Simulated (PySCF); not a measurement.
Molecule: thiophene, C4H4S, net charge 0, singlet state. SMILES: c1ccsc1
Geometry: optimised at B3LYP-D3(BJ)/def2-TZVP (Ansatz).

Dispersion corrections to the total energy (kcal/mol) from the dftd3 and dftd4 libraries through PySCF: D3(BJ) without and D4 with the three-body term, each with the damping fitted for the functional named.

```csv
functional,D3(BJ),D4
BHLYP,-7.65,-6.48
PW6B95,-2.73,-4.93
BLYP,-11.77,?
TPSSh,-6.22,?
CAM-B3LYP,-4.20,-4.52
LC-wPBE,-5.07,?
r2SCAN,-1.42,-1.25
```

Task: What belongs in the gaps?

Result: 
- BLYP, D4: -12.33
- TPSSh, D4: -6.62
- LC-wPBE, D4: -6.04
